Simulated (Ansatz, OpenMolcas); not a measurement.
A small benchmark: atomisation enthalpy at 298 K

8 molecules of light elements (H to F); the atomisation enthalpy at 298 K in kJ/mol, computed less measured. Shapes, held fixed at every level: PBE0-D4/def2-TZVP. Flexible molecules stand in one conformer, not always the lowest. Thermal terms are harmonic and unscaled (PBE0-D4/def2-TZVP); the spin-orbit lowering of the free atoms is taken from their spectra. Programs: Ansatz 0.2.0, OpenMolcas 26.06. A level may come from different programs for different species; with the same settings they agree closely. Measured values: Active Thermochemical Tables, CRC Handbook of Chemistry and Physics, NIST-JANAF tables.

Levels: A = HF/3-21G; B = PBE/cc-pVDZ; C = M06-2X/cc-pVDZ; D = B3LYP/6-31G* (Cartesian functions); E = CCSD/def2-TZVPP.

```tsv
molecule	from tabulated heats	A	B	C	D	E
C2F3N (cyanotrifluoromethane)	2640	-1261	+162	-16	+1	-177
C2H3F3 (1,1,1-trifluoroethane)	3070	-1068	+95	-22	+11	-130
C2H6O (ethanol)	3226	-1062	-5	-63	-36	-120
C3H5N (isocyanoethane)	3571	-1229	+34	-61	-28	-172
C2H7N (dimethylamine)	3448	-1144	+3	-66	-10	-132
C3H7F (2-fluoropropane)	4049	-1169	+35	-49	+7	-123
C3H8O (1-propanol)	4399	-1386	0	-78	-43	-161
C3H8O2 (dimethoxymethane)	4742	-1643	+42	-58	-19	-192
```

Which level does best on this set, which worst, and which err to one side?


```csv
level,kind,mean error,mean absolute error,worst case
HF/3-21G,Hartree–Fock,-1245.2,1245.2,C3H8O2
PBE/cc-pVDZ,GGA,+45.8,47.0,C2F3N
M06-2X/cc-pVDZ,global hybrid,-51.6,51.6,C3H8O
B3LYP/6-31G* (Cartesian functions),global hybrid,-14.6,19.4,C3H8O
CCSD/def2-TZVPP,coupled cluster or CI,-150.9,150.9,C3H8O2
```

On this set B3LYP/6-31G* (Cartesian functions) has the smallest mean absolute error and HF/3-21G the largest. HF/3-21G is too low in 8 of 8; PBE/cc-pVDZ is too high in 6 of 8; M06-2X/cc-pVDZ is too low in 8 of 8; CCSD/def2-TZVPP is too low in 8 of 8. The heats of C2F3N, C2H3F3 come from older tables and can be uncertain by 10 kJ/mol or more. The tabulated value of C3H7F is in doubt (older tables, estimates, or at odds with other calculations) and kept here. Over the 7 molecules whose values aren't doubted the mean absolute errors are A 1256.1; B 48.7; C 52.0; D 21.1; E 154.9. A functional in a double-zeta set wins here by errors that cancel. Hartree–Fock lacks correlation and underbinds. Rows in very small basis sets show the basis more than the method. Correlated wave functions converge slowly with the basis. CCSD also lacks the triples, which bind further. The set is small.
